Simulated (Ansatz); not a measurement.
Geometry optimisation, Ansatz, RHF/def2-TZVP.

Input:

```yaml
crystal:
  periodic: [false, false, false]
  atoms:
    - { symbol: Al, position_ang: [0.0, 0.0, 0.0] }
    - { symbol: C, position_ang: [1.4047, 0.0, 1.654] }
    - { symbol: H, position_ang: [0.4051, -0.3092, 2.0245] }
    - { symbol: H, position_ang: [2.1723, -0.7111, 2.0245] }
    - { symbol: C, position_ang: [1.7225, 1.3971, 2.1614] }
    - { symbol: H, position_ang: [2.3207, 1.3257, 3.0936] }
    - { symbol: H, position_ang: [2.3023, 1.9479, 1.3916] }
    - { symbol: H, position_ang: [0.7767, 1.9396, 2.3699] }
    - { symbol: H, position_ang: [1.7519, 0.0, 0.1685] }
    - { symbol: H, position_ang: [-1.351, 0.0, -0.78] }
basis:
  gaussian: { orbitals: def2-TZVP }
hamiltonian:
  xc: hf
relax:
  f_tol: 0.15
  max_steps: 25
  restrain:
    - { distance: [1, 8], at: 2.31, k: 30.0 }
    - { distance: [0, 1], at: 1.97, k: 30.0 }
    - { distance: [0, 8], at: 1.56, k: 30.0 }
```

Command:

```bash
$ ansatz run input.yaml --threads 4 --pin off --max-ram 5120MiB --backend cpu --events-out ev --progress --plain --runs-dir out
```

Task: Where does it end, and by what steps?

Result: It converged. The restraints hold the end off the free minimum; the threshold counts their pulls, which the force column leaves out. Restrained pairs: C2–H9 (1.53 → 2.38 Å), Al1–C2 (2.17 → 1.95 Å), Al1–H9 (1.76 → 1.55 Å). After 11 steps the energy has fallen by 5.470 eV (the restraints' own energy left out); H9 moved furthest, 0.66 Å.

```
step  energy less start (eV)  largest force component (eV/Å)  accepted
   0                  0.0000                           4.071       yes
   1                 -1.4294                           3.641       yes
   2                 -2.7481                           3.939       yes
   3                 -4.3797                           2.370       yes
   4                 -5.2915                           2.035       yes
   5                 -5.4796                           1.888       yes
   6                 -5.4814                           1.852       yes
   7                 -5.4750                           1.789       yes
   8                 -5.4717                           1.778       yes
   9                 -5.4711                           1.794       yes
  10                 -5.4674                           1.803       yes
  11                 -5.4699                           1.817       yes
```

```xyz
10
Properties=species:S:1:pos:R:3
Al 0.316 0.006 0.019
C 1.040 0.007 1.827
H 0.439 -0.321 2.673
H 1.838 -0.730 1.725
C 1.668 1.369 2.179
H 2.289 1.301 3.067
H 2.295 1.747 1.379
H 0.904 2.115 2.381
H 1.770 0.306 -0.416
H -1.055 -0.209 -0.726
```

The run took 8.1 s on 4 threads of Arm Neoverse V2 (shared host), peak memory 0.33 GiB.
